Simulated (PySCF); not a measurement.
**C$_{2}$H$_{7}$O$_{2}$P: full NMR table**

* Formula: C2H7O2P
* SMILES: CP(C)(=O)O
* InChI: InChI=1S/C2H7O2P/c1-5(2,3)4/h1-2H3,(H,3,4)
* Point group of the computed structure: C1
* Carbon signals: 1
* Proton signals: 2

Atoms are numbered as in `[CH3:1][P:2]([CH3:3])(=[O:4])[OH:5]` (H(Xn): hydrogen on atom n).

[PySCF 2.14.0 with density-fitted response routines: σ from GIAO-B97-2/pcSseg-2; PBE0-D3(BJ)/def2-TZVP structure; isolated molecule; one computed conformer; averaged over atoms made equivalent by symmetry, fast rotation or ring inversion; relativity neglected]

References, each an isolated molecule treated in the same way: 1H (σref 31.64), 13C (σref 185.38) vs TMS; H3PO4 for 31P (σref 317.21); 17O (σref 327.66) vs H2O.

| carbon | δC, type | δH (multiplicity) | HMBC from (2–3 bonds) | span of the C tensor (ppm) |
| --- | --- | --- | --- | --- |
| C1/C3 | 18.3, CH3 | 1.26 (m) | H(C1)/H(C3) | 32 |

Other nuclei:
```tsv
atoms	nucleus	environment	δ (ppm)	σ (ppm)
H(O5)	1H	hydrogen on an oxygen bonded to P	2.57	29.07
P2	31P	phosphorus bonded to 2 C, 2 O	46.4	270.8
O4	17O	P=O oxygen	143.7	184.0
O5	17O	oxygen bonded to P, H	107.8	219.9
```

1. δC 18.3: methyl carbon bonded to P.
2. δH 2.57: hydrogen on an oxygen bonded to P; exchangeable, gas-phase position.
3. δH 1.26: hydrogen on a methyl carbon bonded to P.

The OH or NH signal is concentration- and solvent-dependent in practice; the value given is the gas-phase one. Splittings by 31P in the carbon and heteronuclear signals aren't shown, as no couplings were computed. Shifts are as computed. Against solution values, carbons near 30 ppm lie about +3 ppm off and those near 130 ppm about +7 ppm. Of 1211 compounds with measured shifts, 218 miss one by over three times the rms of a fit or turn the order of signals round; such compounds aren't used in these exercises. Experimental scales use liquid or dissolved standards, which lie at an offset from isolated H2O (liquid H2O: subtract about 36 ppm) and H3PO4.
